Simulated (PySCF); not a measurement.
Gas-phase reaction: 2 C2H5OH + H2 ⇌ HCOOH + 3 CH4

Computed with PySCF and rigid-rotor harmonic-oscillator thermochemistry at 1 bar. Table values come from the NASA 1993 polynomials. † marks an energy on the PBE0/def2-TZVP geometry and frequencies. All species are closed-shell singlets. B3LYP is the form with VWN-RPA correlation.

Levels: a) ωB97X-V/def2-TZVP†; b) BLYP/def2-TZVP†; c) r2SCAN/def2-TZVP†; d) B3LYP/def2-TZVP†.

Q: Order the levels by the distance of their ΔH°(298 K) from the table for this reaction, closest first.

A: a (-1 kJ), c (-17 kJ), d (-33 kJ), b (-50 kJ)

The table gives -132 kJ. The order holds for this reaction alone, and for the 1993 entries, some of which have been revised since.
